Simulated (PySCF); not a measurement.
# SiH: energy against distance

Set-up: basis Si def2-TZVP, H def2-TZVP; no relativity; PySCF 2.14. Energies in eV from Si + H in their ground configurations at the same level. State: ²Π (doublet), unpaired electrons π ↑.

All columns are PBE0. A positive dipole means Si(−)H(+).

| R (Å) | E (eV) | μ (D) | Mulliken charge on Si (basis-dependent) | HOMO (eV) | LUMO (eV) | Mayer bond order | ⟨S²⟩ |
| --- | --- | --- | --- | --- | --- | --- | --- |
| 1.318 | -2.627 | 0.63 | 0.00 | -5.47 | -3.21 | 0.92 | 0.76 |
| 1.380 | -2.878 | 0.50 | 0.01 | -5.48 | -3.22 | 0.93 | 0.76 |
| 1.441 | -3.023 | 0.36 | 0.01 | -5.50 | -3.23 | 0.93 | 0.76 |
| 1.487 | -3.076 | 0.25 | 0.01 | -5.51 | -3.25 | 0.94 | 0.76 |
| 1.533 | -3.092 | 0.14 | 0.02 | -5.53 | -3.26 | 0.94 | 0.76 |
| 1.579 | -3.077 | 0.02 | 0.02 | -5.54 | -3.28 | 0.95 | 0.76 |
| 1.640 | -3.018 | -0.13 | 0.03 | -5.57 | -3.30 | 0.95 | 0.76 |
| 1.717 | -2.898 | -0.33 | 0.04 | -5.60 | -3.33 | 0.96 | 0.76 |
| 1.809 | -2.706 | -0.57 | 0.06 | -5.65 | -3.38 | 0.96 | 0.76 |
| 1.932 | -2.402 | -0.90 | 0.08 | -5.72 | -3.44 | 0.96 | 0.76 |

A fit through these points gives, at Re = 1.532 Å, μ = 0.14 D and dμ/dR = -2.44 D/Å; the reduced mass is 0.9728 u.

Problem. How strong is the fundamental in the double-harmonic approximation, I = 42.26·(dμ/dR)²/μred km/mol?

Solution. I = 42.26·(-2.44)²/0.9728 = 259 km/mol at PBE0.

The state was picked by a PBE0 search and need not be the measured ground state.
